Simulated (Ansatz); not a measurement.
Consider the isomerisation: `C/C=C/CO` → `OCC1CC1`.

Gas-phase electronic energies from Ansatz, PBE0-D4/def2-TZVP geometries. CCSD(T)/CBS is the MP2 limit (def2-TZVPP, def2-QZVPP) plus CCSD(T) − MP2 in def2-TZVPP, frozen cores. DFT in def2-TZVPP. Each species was taken in one conformer, which may not be the lowest.

CCSD(T)/CBS gives +29.8 kJ/mol.

(1) Another level gave +17.9 kJ/mol. Which?
A. CCSD(T)/def2-TZVPP
B. B2PLYP/def2-TZVPP
C. r2SCAN-D4/def2-TZVPP
D. MP2/def2-TZVPP

Largest T1 diagnostic among the species: 0.010.

## Answers

(1) D. MP2/def2-TZVPP 17.9, r2SCAN-D4 23.4, CCSD(T)/def2-TZVPP 28.3, B2PLYP 34.1 kJ/mol.

In def2-TZVPP, CCSD(T) changes the Hartree–Fock value by −12.7 kJ/mol (the triples alone add +0.9 kJ/mol) and MP2 by −23.1 kJ/mol. From PBE to PBE0 (25 % exact exchange), in def2-TZVPP and without D4, ΔE moves by −7.8 kJ/mol.

CCSD(T)/CBS has its own doubt, a few kJ/mol and more with outer-core shells, so smaller differences from it don't rank the levels.
